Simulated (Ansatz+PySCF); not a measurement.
The numbers below are computed, except where a source is named.
## Several solutions for singlet N2O

```xyz
3

N     0.0000    0.0000   -1.2898
N     0.0000    0.0000   -0.0737
O     0.0000    0.0000    1.1931
```

Basis set: def2-SVP (spherical functions). Charge 0, multiplicity 1.

UHF was run from several starts with Ansatz (development build ahead of 0.2.0) and PySCF 2.14.0.

| run | program | start | converged | energy (hartree) | <S²> |
| --- | --- | --- | --- | --- | --- |
| A | Ansatz | stability test followed | yes | -183.48897 | 0.69 |
| B | PySCF | guess 1e, instabilities followed | yes | -183.48897 | 0.69 |
| C | PySCF | guess minao, instabilities followed | yes | -183.48897 | 0.69 |
| D | Ansatz | atomic start, no search | yes | -183.47643 | 0.00 |
| E | PySCF | program defaults | yes | -183.47643 | 0.00 |
| F | Ansatz | search for the lowest state | yes | -183.48897 | 0.69 |
| G | PySCF | guess atom, instabilities followed | yes | -183.48897 | 0.69 |
| H | PySCF | guess huckel, instabilities followed | yes | -183.48897 | 0.69 |

Q: Which runs reached the lowest solution of this kind, and what is wrong with the others?

A: A, B, C, F, G, H reached the lowest solution found. Converged but too high: D by 0.34 eV, E by 0.34 eV. Convergence only shows a stationary point, and even a stable one can lie too high; stability tests and further starts are what find lower ones. Caution: the unrestricted determinant is spin contaminated.
